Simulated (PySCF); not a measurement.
Saddle point of SiNH$_{7}$O, singlet (SiNH₅ ([NH2][SiH3]) + H₂O → SiH₄O ([OH][SiH3]) + NH₃; bonds formed: Si1–O7, N2–H6; bonds broken: Si1–N2, H6–O7), PBE0-D4/def2-TZVP structure:

```
10
angstrom
Si -0.7708 0.0544 -0.3822
N 0.4608 -0.7199 0.8098
H -1.7753 -1.0842 -0.3011
H -1.5926 1.1545 0.1763
H -0.4564 -0.0408 -1.8363
H 1.0995 0.2509 0.4597
O 0.8181 1.2962 -0.2166
H 0.1513 -0.7449 1.7739
H 0.7746 -1.6455 0.5465
H 1.2911 1.4789 -1.0300
```

Energies are electronic, without zero-point energy. Barriers and step energies count from the start structure reached by relaxing down the imaginary mode; all methods use the PBE0-D4 structures, on which another method's saddle can fall below an end. PySCF 2.14 with density fitting (its default auxiliary sets; JK sets also for MP2 and CCSD(T)); basis: def2-TZVPP, with def2-QZVPP for the basis limit; cores frozen in the correlated methods. B3LYP uses VWN-RPA correlation. Extrapolation: Hartree–Fock as exp(−7.88 √X), correlation as X^−2.97.

```
   method  barrier (kJ/mol)  step energy (kJ/mol)
    SPW92              53.5                 -38.7
   PBE-D4                 ?                 -30.8
r2SCAN-D4              93.0                 -36.4
  PBE0-D4              97.3                 -31.3
 B3LYP-D4                 ?                 -29.7
 BHLYP-D4             122.5                 -31.9
  wB97M-V             103.6                 -35.9
       HF             165.1                 -25.7
      MP2                 ?                 -32.7
     CCSD             120.4                 -31.4
  CCSD(T)             111.9                 -32.3
```

Problem. Fill in the withheld barriers. (Judge from chemistry; the value comes from the calculation.)

Solution. The calculation gives: PBE-D4 85.6; MP2 105.9; B3LYP-D4 109.5 kJ/mol. Each is the energy of the saddle less that of the start structure, by the same method.

For comparison, the barrier by CCSD(T) at an estimated basis limit (MP2 extrapolated from triple and quadruple zeta, plus CCSD(T) − MP2 in triple zeta) is 111.9 kJ/mol.

T1 diagnostic: at most 0.011.

The step is the kind of ligand exchange by which a precursor binds to a hydroxyl group, or is hydrolysed, in atomic layer deposition of oxides.

Labels in which every atom is bracketed show which atoms are joined, not bond orders.

For scale, one of the runs: CCSD(T)/def2-TZVPP, 202 basis functions, launched by `OMP_NUM_THREADS=4 python run.py`. Hardware: 4 CPU threads of an Arm Neoverse V2, shared host. Wall time 5.5 min; peak host memory 2.5 GiB.
